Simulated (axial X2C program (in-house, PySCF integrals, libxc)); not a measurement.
# Potential curves of NaF⁺, two-component

Computed with an axial X2C code built on PySCF integrals. Two-component (2c) means X2C with spin–orbit coupling and atomic mean-field two-electron Coulomb and Gaunt terms. Basis: Na dyall-cv3z [9s8p5d2f], F dyall-av3z [7s6p3d2f] (cores contracted in-house); Gaussian nuclei, density fitting, unrestricted open shells. Masses: Na 22.990 u, F 18.998 u.

State: Ω = 3/2 (⟨Sz⟩ = 0.50, ⟨Lz⟩ = 1.00 at HF). Energies in eV from the fragments at the same level (Na+ + F). Fits are polynomials in 1 − R0/R over 0.85 to 1.23 times the lowest point R0.

```csv
R (Å),MP2,HF,PBE0
2.1437,-0.0778,0.0514,0.0765
2.2422,-0.1273,0.0004,0.0273
2.3162,-0.1466,-0.0201,0.0081
2.3901,-0.1556,-0.0304,-0.0009
2.4640,-0.1578,-0.0339,-0.0026
2.5502,-0.1546,-0.0323,0.0008
2.6365,-0.1477,-0.0269,0.0083
2.7474,-0.1360,-0.0172,0.0208
2.8829,-0.1202,-0.0039,0.0376
3.0800,-0.0985,0.0149,0.0608
```

Correlated methods: 15 electrons correlated (number of frozen shells: Na 1 s; F 1 s), 219 virtual spin orbitals or spinors in MP2.

Occupations by symmetry block were frozen at the best pattern of an incomplete PBE0 search. De is counted from the lowest determinant-based energies of the atoms at the same level, without counterpoise correction. Density functionals use the spin component along the axis (collinear). In 2c an atomic determinant is not the ground J level, so De misses part of the atomic spin–orbit lowering. This holds for PBE0. Other states lie close and PBE0, whose exact exchange favours high spin, may order them wrongly; the determinant shown need not be the ground state. The nearest other 2c determinant of the search, Ω = 1/2, lies 0.03 eV up at the distance of the search. The functionals have no current-density term, which raises determinants with orbital currents, atoms included. MP2 and coupled cluster on one determinant become unreliable at the stretched end.

(1) What are Re, ωe and De at the MP2 level?

(2) What are Re, ωe and De at the HF level?

(3) Fit the PBE0 curve near its minimum: give the equilibrium distance, the harmonic wavenumber and the well depth.

## Answers

(1) At MP2, 2c: Re = 2.456 Å, ωe ≈ 151 cm⁻¹, De = 0.16 eV to Na+ + F; Be follows as 0.269 cm⁻¹.

(2) At HF, 2c: Re = 2.479 Å, ωe ≈ 141 cm⁻¹, De = 0.03 eV to Na+ + F; Be follows as 0.264 cm⁻¹.

(3) At PBE0, 2c: Re = 2.452 Å, ωe ≈ 153 cm⁻¹, De = 0.00 eV to Na+ + F; Be follows as 0.27 cm⁻¹.
